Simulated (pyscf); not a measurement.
HAs=AsH (SMILES [AsH]=[AsH]) → As≡As (SMILES [As]#[As]) + H₂ (SMILES [H][H]), an elimination (singlet surface; As–H, As–H broken, H–H formed). PySCF, gas phase, ωB97X-D3(BJ)/def2-SVP geometries. Energies in eV from the reactant's lowest minimum found.

Small-basis levels: PySCF, no dispersion term, spherical d functions. AM1 to PM7: differences of heats of formation from MOPAC, which are fitted to 298 K values and so differ in kind from electronic energies by zero-point and thermal terms. 

| level | barrier | reaction energy |
|---|---|---|
| HF/3-21G | 3.39 | +0.11 |
| HF/6-31G*+LANL2DZ | 3.46 | +0.11 |
| SVWN5/6-31G*+LANL2DZ | 2.74 | +0.48 |
| BP86/6-31G*+LANL2DZ | 2.87 | +0.16 |
| PBE/6-31G*+LANL2DZ | 2.86 | +0.22 |
| B3LYP/3-21G | 3.00 | +0.13 |
| B3LYP/LANL2DZ | 3.04 | +0.20 |
| B3LYP/6-31G*+LANL2DZ | 3.06 | +0.14 |
| M06-2X/6-31G*+LANL2DZ | 3.05 | +0.17 |
| B3LYP/6-311+G**+LANL2DZ | 2.83 | +0.40 |
| PM3 | 0.57 | -0.21 |
| PM7 | 2.56 | -0.61 |
| ωB97M-D3(BJ)/def2-TZVP | 2.63 | +0.35 |

Against the last row the barrier runs from -2.06 (PM3) to +0.83 eV (HF/6-31G*+LANL2DZ). ωB97M-D3(BJ)/def2-TZVP has limits of its own. On the reactant side the descent ends in the other cis-trans isomer, a step of its own away from the zero, 0.12 eV over the lowest minimum found and 2.60 eV under the saddle at ωB97X-D3(BJ)/def2-TZVP. At the saddle there is also a short As–H contact that neither side keeps. At ωB97X-D3(BJ)/def2-TZVP the barrier from the zero used here is 2.72 eV. This is the saddle that the search found; another between the same sides may lie lower. In the def2 sets elements up to Kr have no core potential.
